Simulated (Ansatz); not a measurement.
# C3H5F2N: one species, many methods

One table from this session's results is given with a row withheld; the runs are named, their logs left out.

Computed with Ansatz 0.2.0, Gaussian basis. Level: functionals in def2-TZVPP, the program's frozen cores in correlated methods.

Levels to be run: PBE-D4, r2SCAN-D4, PBE0-D4, B3LYP-D4, ωB97X-V, ωB97M-V, B2PLYP; CCSD(T)/def2-TZVPP; MP2/def2-QZVPP; extrapolation to the limit.

### Structure used throughout

The geometry comes from an earlier relaxation with PBE0-D4 in a triple-zeta def2 set; it is a stationary point, not always the lowest conformer.

SMILES `N=C(CF)CF`, 11 atoms, charge 0, spin multiplicity 1.

Atoms are counted from 1 here; the program's logs count them from 0.

Bond lengths: N1–C2 1.260 Å, N1–H7 1.021 Å, C2–C3 1.502 Å, C2–C5 1.504 Å, C3–F4 1.384 Å, C3–H8 1.091 Å, C3–H9 1.096 Å, C5–F6 1.374 Å, C5–H10 1.096 Å, C5–H11 1.094 Å. Angles: C2–N1–H7 110.3°, N1–C2–C3 118.8°, N1–C2–C5 125.3°, C3–C2–C5 115.9°, C2–C3–F4 110.8°, C2–C3–H8 109.9°, C2–C3–H9 109.8°, F4–C3–H8 109.3°, F4–C3–H9 107.7°, H8–C3–H9 109.3°, C2–C5–F6 110.3°, C2–C5–H10 110.4°, C2–C5–H11 110.3°, F6–C5–H10 108.7°, F6–C5–H11 108.9°, H10–C5–H11 108.1°.

Set-up of the first run:

in.yaml reads:

```yaml
crystal:
  periodic: [false, false, false]
  atoms:
    - {symbol: N, position_ang: [-0.815110, 0.818975, 1.241352]}
    - {symbol: C, position_ang: [-0.243346, 0.167414, 0.326603]}
    - {symbol: C, position_ang: [-0.971069, -0.985274, -0.304387]}
    - {symbol: F, position_ang: [-0.077842, -1.920436, -0.796204]}
    - {symbol: C, position_ang: [1.116418, 0.472650, -0.238081]}
    - {symbol: F, position_ang: [1.637560, 1.597230, 0.353914]}
    - {symbol: H, position_ang: [-0.231812, 1.603539, 1.535338]}
    - {symbol: H, position_ang: [-1.622606, -1.459702, 0.430556]}
    - {symbol: H, position_ang: [-1.575085, -0.626980, -1.145372]}
    - {symbol: H, position_ang: [1.051668, 0.641424, -1.318705]}
    - {symbol: H, position_ang: [1.796724, -0.365840, -0.064513]}
basis:
  gaussian: {orbitals: def2-TZVPP}
hamiltonian: {xc: pbe, dispersion: d4}
output: {forces: true, orbitals: {seedname: orbitals}}
```

Launch:

```console
$ ansatz run in.yaml --threads 4 --pin off --events-out ev --progress --plain --max-ram 10444MiB
```

Steps of the session up to this table: PBE-D4 (GGA); r2SCAN-D4 (meta-GGA); PBE0-D4 (hybrid); B3LYP-D4 (hybrid); ωB97X-V (range-separated); ωB97M-V (range-separated); B2PLYP (double hybrid); CCSD(T) in def2-TZVPP; MP2 in def2-QZVPP.

One of the session's tables, all rows but one given; the rest of the session is left out.

| method | atomisation energy (kcal/mol) |
| --- | --- |
| PBE-D4 | 1089.6 |
| r2SCAN-D4 | 1052.0 |
| PBE0-D4 | 1058.2 |
| B3LYP-D4 | 1051.8 |
| ωB97X-V | 1053.8 |
| ωB97M-V | 1054.6 |
| B2PLYP | 1040.9 |
| HF/def2-TZVPP | 732.4 |
| MP2/def2-TZVPP | 1045.8 |
| CCSD/def2-TZVPP | ? |
| CCSD(T)/def2-TZVPP | 1019.8 |
| MP2/CBS | 1074.6 |
| CCSD(T)/CBS | 1048.7 |

Estimate the missing values for CCSD/def2-TZVPP.

**Answer.** atomisation energy (kcal/mol): 1000.7. In the column «atomisation energy (kcal/mol)» it lies between HF/def2-TZVPP (732.4) and CCSD(T)/def2-TZVPP (1019.8).

Among the levels timed on like hardware and quicker than the yardstick, those that no quicker one beats, quickest first: PBE-D4 (2.7 s, +40.9 kcal/mol); PBE0-D4 (2.8 s, +9.6 kcal/mol); B3LYP-D4 (4.9 s, +3.1 kcal/mol).

B2PLYP carry no dispersion term (for B3LYP, D4 adds 7.1 kcal/mol).

Caveats from the session: Free atoms (1 N, 3 C, 2 F, 5 H) were run apart at each level; the atomisation energy is their sum less the molecule, without zero-point or spin-orbit terms.
